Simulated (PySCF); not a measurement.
# C2H3Cl: the cost of one run

Computed with PySCF 2.14.0 and routines of our own; the level stands in each step. Atoms count from 0.

## Step 1: The system as given

6 atoms, charge 0, multiplicity 1; geometry from: GFN2-xTB.

## Step 2: Geometry optimisation at PBE0-D3(BJ)/def2-TZVP

What the job is given:

```
{"job": {"xc": "PBE0", "basis": "def2-TZVP", "d3": "d3bj", "grid": 2, "kind": "geom"}, "charge": 0, "multiplicity": 1}
C     -0.612597     0.036417    -0.404898
C      0.479711     0.130480     0.325753
Cl     1.408082    -1.238280     0.799793
H     -1.163554     0.918845    -0.678224
H     -0.992001    -0.908774    -0.751543
H      0.883483     1.063303     0.687544
```

Started as:

```sh
OMP_NUM_THREADS=1 python excited_run.py task.json out
```

The driver reads the jobs from task.json and runs them one after another.

Q: Estimate the wall time and peak memory of this first job on 1 thread of Intel Xeon 6975P-C, shared host.

About 7.8 s, with a peak of 0.47 GiB.
